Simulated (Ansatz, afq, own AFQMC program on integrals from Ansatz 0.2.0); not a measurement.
AlH3O, triplet: AFQMC among the cluster methods

```xyz
5

Al   -1.1550    0.0000    0.0000
H    -1.9479    1.3734    0.0000
H    -1.9479   -1.3734    0.0000
H     0.4309    0.0000    0.0000
O     2.1660    0.0000    0.0000
```

Connectivity, by distances: AlH3 ··· O.

Basis cc-pVTZ. Only valence electrons are correlated. Integrals, coupled cluster, full CI and functionals: Ansatz 0.2.0; the random walks run on the same integrals in our own AFQMC program. ph-AFQMC/CISD is guided by a CISD state made of CCSD amplitudes; releasing the constraint for a short imaginary time cuts its bias at the price of noise, slowly where states lie close. Uncertainties: one standard error, sampling alone.

Determinant: UHF, the one that the program's search chose, which needn't be the lowest solution. The geometry is a point of a scan.

No full CI on the walks' own integrals is used here. The released AFQMC energy serves as the reference, which it does only where one determinant dominates, the energy is flat over the last release times and near the phaseless one (40 meV or 2 meV an electron, half that with transition metals). On small molecules, where full CI could be run and the noise was under 10 meV, such values lay within 10 meV of it in 19 cases of 20, a flattering rate, since the rule was set on those same cases; what remains of the bias isn't in the error bar.

Cautions: lower spins were not checked; the released value is read at 1.62 1/Eh, later times being too noisy (meV from the phaseless value at times in 1/Eh: -4 ± 4 at 0.24, -14 ± 7 at 0.51, -15 ± 9 at 0.99, -16 ± 6 at 1.62, -15 ± 12 at 2.40).

- T1 diagnostic: 0.0180
- weight of the determinant in the CISD state: 0.890
- ⟨S²⟩ of the determinant: 2.013
- size of the correlated space: 12 electrons in 100 orbitals

Reference: AFQMC with the constraint released, correlation energy -7.975 ± 0.006 eV.

```csv
level,E − E(reference) (kcal/mol),share of correlation (%)
HF,183.92 ± 0.14,0.00
MP2,29.84 ± 0.14,83.78
CCSD,4.32 ± 0.14,97.65
CCSD(T),0.77 ± 0.14,99.58
ph-AFQMC/CISD,0.37 ± 0.19,99.80
```

A walk keeps the symmetry of its determinant, which the program's search chose and which needn't be the lowest solution, so a lower state of the same spin and another symmetry isn't excluded. Released energies are given only where the last usable release times agree within the noise; a slower fall can still hide under it.
